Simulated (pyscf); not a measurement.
Thermochemistry of product channels of B–Cl [singlet] + ethylene (H₂C=CH₂) on the singlet surface, in eV, from CCSD(T)/def2-TZVPP + ΔMP2(QZVPP) energies (ideal gas, 1 atm, RRHO with modes under 100 cm⁻¹ raised to 100, one conformer, R ln 2 for chiral ones without a mode under 150 cm⁻¹). Single points on ωB97X-D3(BJ)/def2-SVP structures (PySCF, gas phase). MP2 and CC: frozen core, UHF for open shells. ΔMP2 is the change of the MP2 total energy from the triple- to the quadruple-zeta basis.

| products | ΔE | ΔH(298 K) | ΔG(298 K) | ΔG(600 K) |
|---|---|---|---|---|
| H₂C=CH–BH–Cl | -2.90 | -2.84 | -2.43 | -2.01 |
| B–CH₂–CH₂–Cl [singlet] | +0.72 | +0.78 | +1.19 | [?] |
| H₂B–Cl + acetylene (HC≡CH) | -0.69 | -0.80 | -0.80 | -0.82 |
| cyclic C₂H₄BCl (SMILES ClB1CC1) | -2.23 | -2.17 | -1.72 | [?] |
| B–CH=CH₂ [singlet] + hydrogen chloride (HCl) | +1.41 | +1.32 | +1.29 | [?] |

### Question
Complete the blanks.

### Answer

- B–CH₂–CH₂–Cl [singlet], ΔG(600 K): +1.60
- cyclic C₂H₄BCl (SMILES ClB1CC1), ΔG(600 K): -1.26
- B–CH=CH₂ [singlet] + hydrogen chloride (HCl), ΔG(600 K): +1.24

These are energies of the channels, which say nothing of barriers. B–CH=CH₂ [singlet] lies 1.68 eV over its isomer H₂B–C≡CH (electronic energy, ωB97M-D3(BJ)/def2-TZVP). The CCSD(T) − MP2 part came from Ansatz, without density fitting, on the same reference.
